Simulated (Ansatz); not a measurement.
The input, for Ansatz 0.2.0:

```yaml
crystal:
  periodic: [false, false, false]
  atoms:
    - {symbol: Hf, position_ang: [0.000000, 0.000000, 0.078733]}
    - {symbol: H, position_ang: [0.000000, 0.000000, -2.069267]}
    - {symbol: H, position_ang: [0.000000, 0.000000, 1.990533]}
basis:
  gaussian: {orbitals: def2-SVP, point_charges: [{charge: 1.00, position_ang: [2.573, -0.698, 0.885]}]}
magnetization: {spin_polarized: false}
hamiltonian: {xc: {name: PBE0}}
correlation: {method: bccd, electrons: outside_noble_gas, diis_vectors: 2}
accuracy: high
```

```sh
$ ansatz run in.yaml --threads 1 --pin off --events-out ev --progress --plain --max-ram 2393MiB
```

Log:

```
851 factors; integrals over basis functions are off by at most 3.1e-9 eV
mean field evaluation 1: about -1332.4332 eV, gradient 2.3e1 eV
mean field evaluation 2: about -1332.4133 eV, gradient 2.3e1 eV
mean field evaluation 4: about -1334.1361 eV, gradient 1.1e1 eV
mean field evaluation 8: about -1334.5807 eV, gradient 6.9e-1 eV
mean field evaluation 16: about -1334.5867 eV, gradient 3.7e-3 eV
mean field evaluation 32: about -1334.5867 eV, gradient 6.9e-8 eV
mean field -1334.58671480 eV, -49.0451571535 hartree, gradient 6.8e-8 eV, S^2 0.000000; 2 other end points of the search recorded, 0 dependent functions left out; unrestricted orbitals would lower it
4 core orbitals not correlated: weight in the atoms' cores, before any rotation towards them, 0.999 or more for the frozen orbitals, at most 0.000 for the correlated occupied ones
reference -1320.09935554 eV, -48.5127565208 hartree; 3, 3 occupied and 35, 35 virtual orbitals, 851 factors
second order -2.11931035 eV of doubles, -0.17073214 eV of singles
cycle   1  -2.61411749 eV  change   -3.4e-1 eV  update   6.9e-2
cycle   2  -2.75920417 eV  change   -1.5e-1 eV  update   2.9e-2
cycle   3  -2.80664617 eV  change   -4.7e-2 eV  update   1.5e-2
cycle   4  -2.81602574 eV  change   -9.4e-3 eV  update   9.0e-3
...
cycle  49  -2.81433886 eV  change   -7.7e-9 eV  update   2.7e-8
cycle  50  -2.81433886 eV  change   -7.5e-9 eV  update   1.7e-8
cycle  51  -2.81433887 eV  change   -1.4e-9 eV  update   1.1e-8
cycle  52  -2.81433887 eV  change   -1.6e-9 eV  update   7.8e-9
cycle  53  -2.81433887 eV  change   9.0e-10 eV  update   5.7e-9
cycle  54  -2.81433887 eV  change   3.6e-10 eV  update   3.5e-9
cycle  55  -2.81433886 eV  change    1.4e-9 eV  update   2.3e-9
cycle  56  -2.81433886 eV  change   8.9e-10 eV  update   1.5e-9
cycle  57  -2.81433886 eV  change   7.1e-10 eV  update  9.2e-10
cycle  58  -2.81433886 eV  change   2.2e-10 eV  update  7.0e-10
Total energy: -1322.91369441 eV, -48.6161815663 hartree
```

Ran on 1 thread of AMD EPYC 9R45, shared host: 2.6 s wall, 0.17 GiB peak host memory.
